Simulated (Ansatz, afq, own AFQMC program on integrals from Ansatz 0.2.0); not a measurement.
**Where AFQMC and coupled cluster stand for BO⁺, singlet**

```xyz
2

B     0.0000    0.0000    0.0000
O     0.0000    0.0000    1.2006
```

Basis 6-31G. Only valence electrons are correlated. Ansatz 0.2.0 and our own AFQMC program on the same integrals; the CISD trial comes from CCSD amplitudes, and released means the phaseless constraint is let go. ± is one standard error of the sampling.

Determinant: UHF, the one that the program's search chose, which needn't be the lowest solution. The geometry is a PBE0/def2-TZVP stationary point of this or a neighbouring charge and spin state.

Full CI is exact in this basis; its frozen core comes from its own orbitals, which moves totals by up to a few meV.

Cautions: higher spins were not checked; an unrestricted solution with more broken spin lies lower (1.21 eV, ⟨S²⟩ 1.03), while this determinant keeps restricted orbitals; strong correlation (T1 0.062, weight of the determinant 0.86, largest double 0.10); full CI with its own frozen core.

* T1 diagnostic: 0.0619
* weight of the determinant in the CISD state: 0.862
* ⟨S²⟩ of the determinant: 0.000
* size of the correlated space: 8 electrons in 16 orbitals

| level | correlation energy (eV) |
| --- | --- |
| MP2 | -5.6790 |
| CCSD | -5.4016 |
| CCSD(T) | -5.7066 |

Question: Estimate where AFQMC with the constraint released lies against CCSD(T) on the same integrals.

Answer: 6.4 ± 2.3 kJ/mol below CCSD(T).

Reference: full CI, correlation energy -5.765 eV. The released energy is read at 1.00 1/Eh, later times being too noisy (meV from the phaseless value at times in 1/Eh: -60 ± 29 at 0.24, -67 ± 17 at 0.50, -78 ± 24 at 1.00, -148 ± 43 at 1.50). CCSDTQ lies 9.0 meV below full CI, in part by the other frozen core, which shifts every row alike, so rows that close can't be ranked against it. The cautions show a poor starting determinant, so the rows tell how each method copes with it here, and full CI is the sure value.

```
         level  E − E(reference) (kJ/mol)  share of correlation (%)
       CCSD(T)                        5.6                     98.99
         CCSDT                        0.1                     99.98
      CCSDT(Q)                       -3.8                    100.69
        CCSDTQ                       -0.9                    100.16
 ph-AFQMC/CISD                  6.7 ± 2.1                     98.79
released AFQMC                 -0.8 ± 2.3                    100.14
```

CCSDT and higher add their correlation energy to the determinant of the CCSD(T) run, since their own runs factorise the integrals more tightly (a shift of under 2 meV). A walk keeps the symmetry of its determinant, which the program's search chose and which needn't be the lowest solution, so a lower state of the same spin and another symmetry isn't excluded. Released energies are given only where the last usable release times agree within the noise; a slower fall can still hide under it.
